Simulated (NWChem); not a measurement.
System: C$_{4}$H$_{8}$; SMILES C1CCC1

```xyz
12

C      0.7655     0.7655     0.1273
C      0.7655    -0.7655    -0.1273
C     -0.7655    -0.7655     0.1273
C     -0.7655     0.7655    -0.1273
H      1.0017     1.0017     1.1853
H      1.4024     1.4024    -0.5195
H      1.0017    -1.0017    -1.1853
H      1.4024    -1.4024     0.5195
H     -1.4024    -1.4024    -0.5195
H     -1.0017    -1.0017     1.1853
H     -1.0017     1.0017    -1.1853
H     -1.4024     1.4024     0.5195
```
Atoms are numbered in this order, from 1.

Level: PBE-D3(BJ)/def2-SVP (NWChem), optimised geometry, unscaled harmonic frequencies. 

### Question
List the harmonic frequencies with IR intensities, and the thermochemistry.

### Answer
```csv
frequency (cm⁻¹),IR intensity (km/mol)
179,0.0
614,4.3
733,0.3
733,0.3
849,0.2
909,1.9
909,1.9
935,0.0
944,0.0
1016,0.0
1124,0.0
1129,0.0
1203,0.0
1204,0.3
1204,0.3
1213,0.0
1242,0.6
1242,0.6
1402,1.0
1402,1.0
1408,3.5
1445,0.0
2988,9.5
2989,67.9
2989,67.9
2996,0.0
3036,0.0
3049,13.5
3049,13.5
3063,70.4
```

The zero-point energy is 67.4 kcal/mol and the thermal correction to the enthalpy at 298.15 K (with zero-point energy) comes out as 70.7 kcal/mol. The heat capacity Cv is 15.2 cal/(mol K) and the entropy at 298.15 K and 1 atm (symmetry number 4) is 63.3 cal/(mol K). The dipole moment comes out as 0.00 D.

Rigid rotor and harmonic oscillator.
